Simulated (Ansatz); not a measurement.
# AlH3 (triplet): wave-function methods side by side at scale of all distances = 1.718, cc-pVDZ

How much of the correlation energy of AlH3 (triplet) does each wave-function method recover here?

Method: cc-pVDZ, core rule «outside noble gas», up to 5 orbitals frozen; program: Ansatz 0.2.0, Gaussian basis.

The runs, in order: UHF; CCSD(T) on ROHF; CCSD(T) on UHF; BCCD(T) on ROHF; CISD; CCSDT(Q) on ROHF; CCSDT(Q) on UHF; CASSCF and MRCISD+Q, 4 electrons in 4 orbitals; CASSCF and NEVPT2, 4 electrons in 4 orbitals; CASSCF and MRCISD+Q, 6 electrons in 7 orbitals; CASSCF and NEVPT2, 6 electrons in 7 orbitals; Full CI.

19 further runs of the same task are left out: 14 that didn't finish, 5 set aside as unsound or not needed.

### 1 The geometry

The geometry derives from a PBE0/def2-TZVP stationary point (not a proven minimum). All distances are scaled together.

4 atoms, charge 0, spin multiplicity 3.

Atoms are counted from 1 here; the program's logs count them from 0.

No contacts short enough for the rule that draws bonds.

As a file:

```xyz
4

Al    0.00000    0.12784   -0.16430
H     0.00000   -2.35780   -1.29534
H     0.72268   -0.53219    2.84671
H    -0.72268   -0.53219    2.84671
```

### 2 UHF

File in.yaml:

```yaml
crystal:
  periodic: [false, false, false]
  atoms:
    - {symbol: Al, position_ang: [0.000000, 0.127841, -0.164298]}
    - {symbol: H, position_ang: [0.000000, -2.357799, -1.295341]}
    - {symbol: H, position_ang: [0.722677, -0.532190, 2.846710]}
    - {symbol: H, position_ang: [-0.722677, -0.532190, 2.846710]}
basis:
  gaussian: {orbitals: cc-pVDZ}
magnetization: {spin_polarized: true, initial_magnetization: 2}
hamiltonian: {xc: hf}
output: {orbitals: {seedname: orbitals}}
```

The run is started by

```bash
> ansatz run in.yaml --threads 1 --pin off --events-out ev --progress --plain --max-ram 2393MiB
```

The runs that follow: CCSD(T) on ROHF; CCSD(T) on UHF; BCCD(T) on ROHF; CISD; CCSDT(Q) on ROHF; CCSDT(Q) on UHF; CASSCF and MRCISD+Q, 4 electrons in 4 orbitals; CASSCF and NEVPT2, 4 electrons in 4 orbitals; CASSCF and MRCISD+Q, 6 electrons in 7 orbitals; CASSCF and NEVPT2, 6 electrons in 7 orbitals; Full CI.

**Question.** What will the summary of the whole plan be? Wanted: FCI below the RHF energy; RMP2 from FCI; UMP2 from FCI; RCCSD from FCI; RCCSD(T) from FCI; UCCSD(T) from FCI; RCCSDT(Q) from FCI; UCCSDT(Q) from FCI; NEVPT2 pair from FCI.

The runs gave:

```
                         quantity                                                                                value
         FCI below the RHF energy                                                                           -3.0169 eV
                    RMP2 from FCI                                                                          +1071.2 meV
                    UMP2 from FCI                                                                          +1358.0 meV
                   RCCSD from FCI                                                                            +61.2 meV
                RCCSD(T) from FCI                                                                            +19.8 meV
                UCCSD(T) from FCI                                                                            +34.2 meV
               RCCSDT(Q) from FCI                                                                             +0.4 meV
               UCCSDT(Q) from FCI                                                                             +2.3 meV
             NEVPT2 pair from FCI                                                                           +594.1 meV
           MRCISD+Q pair from FCI                                                                            -49.6 meV
          NEVPT2 valence from FCI                                                                           +337.6 meV
levels within 1 kcal/mol (43 meV)  RCCSD(T), UCCSD(T), BCCD(T), RCCSDT, UCCSDT, RCCSDT(Q), UCCSDT(Q), MRCISD+Q valence
                    T1 diagnostic                                                                                0.033
   effectively unpaired electrons                                                                                 2.21
```

What this shows: RCCSD(T) misses by +19.8 meV, 0.7 % of the correlation energy. MRCISD+Q pair falls below full CI: the +Q correction isn't variational, and the cores differ from full CI's. The occupations show some static correlation. Of the multireference levels listed MRCISD+Q valence comes nearest in total energy (+19.1 meV), which doesn't show that its space is the better one. These misses are within one basis, not against nature; the frozen cores of restricted and unrestricted runs differ, which can shift their rows.
